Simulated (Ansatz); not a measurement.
A relaxation, step by step

CH₇BO, closed shell, PBE0-D4/def2-TZVP (Ansatz 0.2.0). Settings:

```yaml
hamiltonian: {xc: pbe0, dispersion: d4}
relax: {f_tol: 0.005, max_steps: 200}
```

Start, a step off a saddle point along its unstable mode:

B1  (-0.163, -1.328, -0.087)
H2  (0.884, -1.438, -0.715)
H3  (-1.084, -1.002, -0.787)
H4  (-0.274, -2.127, 0.790)
H5  (0.982, -0.330, 0.050)
O6  (0.460, 0.075, 0.624)
C7  (-0.098, 1.303, 0.124)
H8  (0.394, 2.124, 0.642)
H9  (0.077, 1.370, -0.947)
H10  (-1.179, 1.352, 0.305)
(Å)

```csv
step,energy less the last (meV),largest force component (eV/Å)
1,1080.1,5.695
2,487.6,1.483
3,322.9,1.065
4,157.3,0.691
5 (rejected trial),229.3,1.160
6,97.9,0.414
7,68.0,0.141
8,57.6,0.050
9,55.3,0.901
10 (rejected trial),106.4,2.471
11,29.2,0.145
12,16.9,0.088
13,9.1,0.181
14,4.5,0.105
15,0.9,0.022
16,0.3,0.018
17,0.0,0.017
18,0.0,0.005
```

Step 9, positions (Å) and forces (eV/Å):

| atom | x | y | z | Fx | Fy | Fz |
| --- | --- | --- | --- | --- | --- | --- |
| B1 | -0.168 | -1.330 | -0.161 | -0.062 | -0.254 | -0.167 |
| H2 | 0.657 | -1.490 | -1.061 | -0.267 | 0.068 | 0.245 |
| H3 | -1.282 | -1.013 | -0.553 | 0.284 | -0.123 | 0.116 |
| H4 | -0.148 | -2.190 | 0.709 | 0.022 | 0.282 | -0.269 |
| H5 | 1.317 | 0.007 | 0.668 | -0.901 | -0.056 | -0.062 |
| O6 | 0.337 | 0.024 | 0.611 | 0.874 | 0.175 | 0.132 |
| C7 | -0.089 | 1.272 | 0.043 | -0.068 | -0.004 | -0.068 |
| H8 | 0.426 | 2.086 | 0.556 | -0.007 | -0.012 | -0.009 |
| H9 | 0.111 | 1.294 | -1.033 | 0.003 | -0.039 | 0.119 |
| H10 | -1.163 | 1.339 | 0.220 | 0.123 | -0.037 | -0.036 |

Step 13, positions (Å) and forces (eV/Å):

```csv
atom,x,y,z,Fx,Fy,Fz
B1,-0.196,-1.311,-0.155,-0.059,-0.128,-0.054
H2,0.473,-1.276,-1.177,-0.095,0.037,0.173
H3,-1.385,-1.135,-0.332,0.181,-0.009,0.048
H4,0.083,-2.220,0.602,-0.018,0.181,-0.095
H5,1.217,-0.034,0.820,-0.144,0.013,-0.013
O6,0.264,0.036,0.682,0.099,-0.056,-0.115
C7,-0.045,1.266,0.009,-0.030,-0.008,-0.052
H8,0.410,2.094,0.554,-0.019,-0.010,-0.010
H9,0.310,1.228,-1.027,-0.027,-0.005,0.127
H10,-1.131,1.353,0.023,0.112,-0.014,-0.008
```

Step 16, positions (Å) and forces (eV/Å):

| atom | x | y | z | Fx | Fy | Fz |
| --- | --- | --- | --- | --- | --- | --- |
| B1 | -0.217 | -1.313 | -0.149 | 0.004 | 0.000 | -0.001 |
| H2 | 0.367 | -1.235 | -1.210 | -0.004 | -0.001 | -0.001 |
| H3 | -1.414 | -1.185 | -0.227 | -0.001 | 0.001 | 0.003 |
| H4 | 0.162 | -2.203 | 0.573 | 0.002 | 0.001 | -0.001 |
| H5 | 1.196 | -0.049 | 0.840 | 0.002 | 0.003 | -0.002 |
| O6 | 0.252 | 0.033 | 0.669 | -0.012 | -0.003 | 0.001 |
| C7 | -0.023 | 1.268 | -0.004 | 0.018 | 0.003 | 0.006 |
| H8 | 0.355 | 2.094 | 0.598 | -0.003 | 0.003 | 0.001 |
| H9 | 0.425 | 1.262 | -0.999 | -0.002 | -0.001 | 0.000 |
| H10 | -1.105 | 1.327 | -0.090 | -0.003 | -0.005 | -0.005 |

Last step (18):

B1  (-0.223, -1.312, -0.147)
H2  (0.337, -1.225, -1.220)
H3  (-1.422, -1.194, -0.197)
H4  (0.181, -2.201, 0.563)
H5  (1.195, -0.052, 0.844)
O6  (0.252, 0.034, 0.668)
C7  (-0.017, 1.268, -0.007)
H8  (0.335, 2.096, 0.609)
H9  (0.458, 1.272, -0.989)
H10  (-1.096, 1.315, -0.124)
(Å)

The run took about 33 s on 2 CPU threads of an Arm Neoverse V2 (shared host).
